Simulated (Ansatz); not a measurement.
in.yaml

```yaml
crystal:
  periodic: [false, false, false]
  atoms:
    - {symbol: As, position_ang: [0.000000, -0.033912, -0.005904]}
    - {symbol: H, position_ang: [0.000000, 1.038787, -1.096803]}
    - {symbol: H, position_ang: [0.000000, 1.481935, 1.535670]}
basis:
  gaussian: {orbitals: cc-pVDZ}
total_charge: 1
hamiltonian: {pseudopotentials: {relativity: none}}
correlation: {active_space: {window: {electrons: 14, orbitals: 7}}}
```

```sh
$ ansatz run in.yaml --threads 1 --pin off --events-out ev --progress --plain --max-ram 2393MiB
```

Question: Roughly how long does this take on 1 thread of Arm Neoverse V1, shared host, and how much host memory?

Answer: 1.2 s wall and 0.16 GiB.

```
416 factors; integrals over basis functions are off by at most 1.3e-3 eV
mean field evaluation 1: about -60814.8549 eV, gradient 6.1e0 eV
mean field evaluation 2: about -60814.8557 eV, gradient 6.1e0 eV
mean field evaluation 4: about -60815.0368 eV, gradient 2.9e-1 eV
mean field evaluation 8: about -60815.0376 eV, gradient 6.3e-4 eV
mean field -60815.03759518 eV, -2234.9114097098 hartree, gradient 2.9e-6 eV, S^2 0.000000; 0 other end points of the search recorded, 0 dependent functions left out
reference -60815.03759518 eV, -2234.9114097098 hartree; 17, 17 occupied and 20, 20 virtual orbitals, 416 factors
state -60815.03759518 eV, -2234.9114097098 hartree
Total energy: -60815.03759518 eV, -2234.9114097098 hartree
```
